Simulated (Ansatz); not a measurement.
This geometry of CH5B + H2 (9 atoms, charge 0, multiplicity 1) is a first-order saddle point.

All numbers below come from RKS revPBE/def2-TZVP in Ansatz 0.2.0.

```xyz
9
Properties=species:S:1:pos:R:3
B -0.031 -0.273 0.168
C -0.017 -0.063 1.948
H -0.959 -0.269 2.475
H 0.823 -0.514 2.496
H 0.133 1.022 1.938
H 1.074 -0.019 -0.226
H -1.031 0.250 -0.240
H -0.190 -1.524 -0.042
H -0.151 -1.181 1.035
```

**Question.** Which two structures does it join? (They come from a converged band through this point; their orientation in space is the band's.)

**Answer.** Bonds broken: B1–C2, H8–H9. Bonds formed: B1–H8, C2–H9. CH5B + H2 becomes BH3 + CH4.

First end point:

```xyz
9
Properties=species:S:1:pos:R:3
B 0.067 0.480 0.428
C 0.071 0.548 1.987
H -0.878 0.275 2.472
H 0.912 0.036 2.478
H 0.215 1.631 2.204
H 1.095 0.348 -0.190
H -0.955 0.626 -0.196
H -0.432 -3.207 -0.186
H -0.444 -3.310 0.556
```

Last end point:

```xyz
9
Properties=species:S:1:pos:R:3
B -0.071 -0.458 -1.190
C -0.014 -0.148 2.863
H -0.932 0.085 3.417
H 0.829 -0.221 3.562
H 0.185 0.651 2.136
H 1.027 0.028 -1.240
H -1.042 0.248 -1.204
H -0.197 -1.651 -1.129
H -0.136 -1.105 2.339
```

**Question.** How far does it lie above each of them?

**Answer.** 0.50 eV above the first and 0.62 eV above the second. This is the barrier of this one path; another mechanism may lie lower. The orbitals stay closed-shell, which can raise the energy where a bond breaks towards radicals; this wasn't checked here.

Time of the run: 62 s on 2 threads of Arm Neoverse V2, on a shared host, peak memory 0.14 GiB.
